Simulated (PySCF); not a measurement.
Species: C₆H₁₂.
Structure used (PBE0-D3(BJ)/def2-SVP), in Å, numbered top down from 1:
```
atom  x, y, z in Å
C1    -0.7599   -1.4160   -0.5102
C2    -0.3862   -0.0638    0.0828
C3    -1.6161    0.6583    0.6004
C4     0.5426    0.7406   -0.8667
C5     1.7625    0.2198   -0.0848
C6     0.8144   -0.1798    1.0607
H7    -1.4619   -1.2957   -1.3514
H8     0.1247   -1.9533   -0.8870
H9    -1.2435   -2.0564    0.2455
H10   -1.3533    1.6384    1.0290
H11   -2.1201    0.0712    1.3859
H12   -2.3456    0.8290   -0.2087
H13    0.4800    0.5081   -1.9418
H14    0.4059    1.8261   -0.7392
H15    2.2299   -0.6519   -0.5671
H16    2.5567    0.9439    0.1492
H17    0.7709    0.5920    1.8452
H18    0.9717   -1.1568    1.5452
```

The closed-shell ground state was solved at several levels (PySCF, density fitting, gas phase, non-relativistic).

```json
{"level": "CAM-B3LYP/def2-SVPD", "basis functions": "216", "total energy (Eh)": "-235.5392", "HOMO (eV)": "-9.64", "LUMO (eV)": "1.33", "gap (eV)": "10.97", "dipole (D)": "0.02"}
{"level": "B3LYP/pcJ-1", "basis functions": "282", "total energy (Eh)": "-235.8640", "HOMO (eV)": "-8.02", "LUMO (eV)": "1.12", "gap (eV)": "9.14", "dipole (D)": "0.04"}
```

Q: What might PBE0/pcSseg-1 (162 basis functions) give for the same quantities?

A: Total energy -235.5208 Eh, HOMO -8.24 eV, LUMO 1.39 eV, gap 9.63 eV, dipole 0.07 D.

Q: Over all these levels, which gives the widest orbital gap and which the narrowest?

A: CAM-B3LYP/def2-SVPD (range-separated hybrid) has the widest, 10.97 eV, and B3LYP/pcJ-1 (global hybrid, 20 % exact exchange) the narrowest, 9.14 eV. Functional and basis both differ between the two, so the spread mixes both effects.

Q: How far do the dipole and the HOMO energy spread over the levels?

A: The dipole runs from 0.02 to 0.07 D (mean 0.05 D) and the HOMO from -9.64 to -8.02 eV.

One conformer stands for the species.
